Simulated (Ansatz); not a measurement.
## K₂TiF₆: computed properties

Theory: DFT r2SCAN, scalar-relativistic, plane waves, PAW in Ansatz 0.2.0.

Cutoff 500 eV; k points 6×6×6 on the computed 9-atom cell (Γ-centred); Gaussian smearing, width 0.02 eV; no spin polarisation.

The structure is relaxed at this level of theory with its symmetry kept. Whether it is the stable form of this composition wasn't checked.

Symmetry: P-3m1, No. 164, trigonal system. The conventional cell has a = 5.701 Å, b = 5.701 Å, c = 4.603 Å, α = 90.00°, β = 90.00°, γ = 120.00°. Around K (site symmetry 3m) lie 12 F at 2.79 to 2.98 Å. Ti (site symmetry -3m) is surrounded by 6 F at 1.87 Å. F (site symmetry m) has 1 Ti at 1.87 Å as nearest neighbours.

- Volume per atom: 14.40 Å³
- Formation energy from the elements' standard states (uncorrected): -3.536 eV/atom
- Generalised Kohn–Sham band gap: 5.47 eV, indirect from (0.000, 0.240, -0.323) to Γ
- Löwdin character of the top 1 eV of the valence band: F 2p 99 %
- Löwdin character of the lowest 1 eV of the conduction band: Ti 3d 81 %, F 2p 16 %
- Electron masses at the edge by Cartesian direction of the standard setting (m_e; degenerate bands sorted by energy; no spin-orbit coupling): x: 9.5; y: 9.5; z: 10
- Hole masses at the edge by Cartesian direction of the standard setting (m_e; degenerate bands sorted by energy; no spin-orbit coupling): x: 4.7; y: 22; z: 3.7
- Bulk modulus: 33 GPa
- Its pressure derivative: 6.2
- Bader charges (e): K (2 in the cell) 0.91, Ti (1 in the cell) 2.53, F (6 in the cell) -0.73

A ferromagnetic start lost its moments in a first run, so spin was left out; other magnetic orders weren't tried.

Cost: 8 runs of about 11 core-minutes in all, on Arm Neoverse V2 (shared hosts).